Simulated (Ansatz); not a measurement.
C₄H₉F (`CCC(C)F`), relaxed with RKS PBE0-D4/def2-TZVP in the Gaussian-basis code of Ansatz from a PBE-D4/def2-SVP geometry. The force threshold is 0.005 eV/Å; the program also tests the step.

The species carries charge 0 and has multiplicity 1.

Start:

```xyz
14

C    -0.778   -1.117    1.408
C    -0.616   -0.477    0.030
C     0.545    0.511   -0.044
C     0.751    1.126   -1.418
F     1.725   -0.159    0.323
H    -1.604   -1.855    1.419
H     0.155   -1.637    1.703
H    -0.996   -0.354    2.185
H    -1.544    0.058   -0.267
H    -0.448   -1.261   -0.742
H     0.393    1.317    0.714
H    -0.133    1.722   -1.721
H     0.914    0.333   -2.176
H     1.636    1.792   -1.414
```

Problem. How much energy does the relaxation release, and in how many steps? (Estimate.)

Solution. The calculation gave: 5.15 kJ/mol, in 5 steps.

Problem. Which bonds change most? (Estimate.)

Solution. Ansatz gave: C3–H11 from 1.117 to 1.098 Å; C2–H10 from 1.113 to 1.096 Å; C1–H8 from 1.110 to 1.094 Å; C1–H7 from 1.108 to 1.091 Å.

Problem. Give the relaxed structure. (Estimate.)

Solution. The calculation gave: 
```xyz
14

C    -0.779   -1.098    1.400
C    -0.594   -0.488    0.022
C     0.550    0.499   -0.045
C     0.735    1.125   -1.403
F     1.731   -0.165    0.293
H    -1.605   -1.812    1.406
H     0.124   -1.623    1.717
H    -0.998   -0.329    2.145
H    -1.505    0.034   -0.289
H    -0.412   -1.272   -0.722
H     0.414    1.276    0.718
H    -0.146    1.712   -1.674
H     0.883    0.353   -2.162
H     1.603    1.786   -1.406
```
